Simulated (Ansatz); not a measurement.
## Molecular dynamics, step by step

CH7BO, singlet, PBE0-D4/def2-SVP (Ansatz 0.2.0). Settings (timestep in fs, temperature in K; T counts 24 degrees of freedom):

```yaml
hamiltonian: {xc: pbe0, dispersion: d4}
md: {n_steps: 30, timestep: 0.5, temperature: 1000, ensemble: nve, seed: 597, initial_velocities: maxwell_boltzmann}
```

Start, the saddle point found with PBE0-D4 in triple zeta (not stationary at another level):

```xyz
10
angstrom
B -0.7387 0.7982 -0.5359
O 0.5836 -0.0261 -0.5304
C 0.6178 -1.0975 0.3940
H -0.9602 1.2764 -1.6074
H -1.6199 0.3088 0.1107
H 0.4739 1.0923 0.0513
H -0.2469 1.7945 0.2214
H 1.6178 -1.5328 0.3743
H 0.3912 -0.7601 1.4120
H -0.1187 -1.8536 0.1099
```

```
step  time (fs)  potential energy less the start (meV)  kinetic energy (meV)  T (K)
   0       0.00                                    0.0                1034.1   1000
   2       1.00                                   99.8                 936.0    905
   4       2.00                                  334.7                 703.8    681
   6       3.00                                  553.3                 486.2    470
   8       4.00                                  687.7                 352.1    340
  10       5.00                                  721.4                 318.4    308
  12       6.00                                  649.7                 389.8    377
  14       7.00                                  493.6                 545.2    527
  16       8.00                                  295.4                 742.3    718
  18       9.00                                  110.5                 926.5    896
  20      10.00                                  -32.6                1070.3   1035
  22      11.00                                 -168.9                1207.0   1167
  24      12.00                                 -315.9                1353.1   1309
  26      13.00                                 -428.7                1465.5   1417
  28      14.00                                 -480.6                1517.7   1468
  30      15.00                                 -489.3                1527.1   1477
```

Step 8, positions (Å) and forces (eV/Å):

```json
{"atom": "B1", "x": "-0.721", "y": "0.768", "z": "-0.541", "Fx": "-0.299", "Fy": "-0.039", "Fz": "-0.943"}
{"atom": "O2", "x": "0.575", "y": "-0.018", "z": "-0.522", "Fx": "0.648", "Fy": "-0.049", "Fz": "-0.032"}
{"atom": "C3", "x": "0.645", "y": "-1.090", "z": "0.407", "Fx": "-3.364", "Fy": "-0.435", "Fz": "-1.541"}
{"atom": "H4", "x": "-0.998", "y": "1.334", "z": "-1.665", "Fx": "0.360", "Fy": "-0.763", "Fz": "1.276"}
{"atom": "H5", "x": "-1.647", "y": "0.307", "z": "0.159", "Fx": "0.511", "Fy": "0.238", "Fz": "-0.436"}
{"atom": "H6", "x": "0.575", "y": "1.257", "z": "0.085", "Fx": "-1.800", "Fy": "-0.481", "Fz": "-0.559"}
{"atom": "H7", "x": "-0.309", "y": "1.752", "z": "0.205", "Fx": "0.956", "Fy": "1.081", "Fz": "0.740"}
{"atom": "H8", "x": "1.533", "y": "-1.687", "z": "0.167", "Fx": "0.525", "Fy": "0.408", "Fz": "1.166"}
{"atom": "H9", "x": "0.223", "y": "-0.715", "z": "1.381", "Fx": "1.552", "Fy": "-0.623", "Fz": "0.078"}
{"atom": "H10", "x": "-0.209", "y": "-1.813", "z": "0.115", "Fx": "0.912", "Fy": "0.663", "Fz": "0.251"}
```

Step 16, positions (Å) and forces (eV/Å):

```json
{"atom": "B1", "x": "-0.706", "y": "0.737", "z": "-0.557", "Fx": "0.812", "Fy": "-0.771", "Fz": "0.533"}
{"atom": "O2", "x": "0.571", "y": "-0.012", "z": "-0.515", "Fx": "0.120", "Fy": "-0.636", "Fz": "-0.769"}
{"atom": "C3", "x": "0.634", "y": "-1.087", "z": "0.400", "Fx": "-0.245", "Fy": "-0.418", "Fz": "-1.833"}
{"atom": "H4", "x": "-0.989", "y": "1.299", "z": "-1.568", "Fx": "0.065", "Fy": "0.165", "Fz": "-0.424"}
{"atom": "H5", "x": "-1.611", "y": "0.336", "z": "0.156", "Fx": "0.128", "Fy": "0.111", "Fz": "0.018"}
{"atom": "H6", "x": "0.438", "y": "1.373", "z": "0.057", "Fx": "-0.688", "Fy": "0.724", "Fz": "0.467"}
{"atom": "H7", "x": "-0.246", "y": "1.848", "z": "0.282", "Fx": "0.133", "Fy": "0.567", "Fz": "0.180"}
{"atom": "H8", "x": "1.527", "y": "-1.776", "z": "0.129", "Fx": "-0.798", "Fy": "1.521", "Fz": "1.402"}
{"atom": "H9", "x": "0.267", "y": "-0.746", "z": "1.380", "Fx": "1.399", "Fy": "-0.166", "Fz": "0.787"}
{"atom": "H10", "x": "-0.201", "y": "-1.709", "z": "0.144", "Fx": "-0.927", "Fy": "-1.097", "Fz": "-0.360"}
```

Step 20, positions (Å) and forces (eV/Å):

```tsv
atom	x	y	z	Fx	Fy	Fz
B1	-0.695	0.718	-0.564	1.373	-1.711	0.986
O2	0.570	-0.010	-0.513	-0.396	-0.528	-0.829
C3	0.625	-1.088	0.388	-1.180	0.353	-0.736
H4	-0.977	1.278	-1.521	-0.170	0.875	-1.538
H5	-1.580	0.359	0.149	-0.321	-0.100	0.439
H6	0.314	1.456	0.056	1.497	0.298	0.314
H7	-0.197	1.936	0.337	-1.440	1.409	0.635
H8	1.484	-1.738	0.192	0.518	0.425	0.513
H9	0.373	-0.778	1.415	0.941	0.009	0.354
H10	-0.226	-1.698	0.146	-0.821	-1.030	-0.139
```

Last step (30):

B1  (-0.651, 0.650, -0.574)
O2  (0.563, -0.010, -0.517)
C3  (0.578, -1.087, 0.357)
H4  (-0.951, 1.329, -1.591)
H5  (-1.557, 0.391, 0.203)
H6  (0.203, 1.775, 0.134)
H7  (-0.238, 2.312, 0.546)
H8  (1.542, -1.658, 0.356)
H9  (0.723, -0.844, 1.482)
H10  (-0.319, -1.764, 0.167)
(Å)

The run took about 19 s on 2 CPU threads of an AMD EPYC 9R45 (shared host).
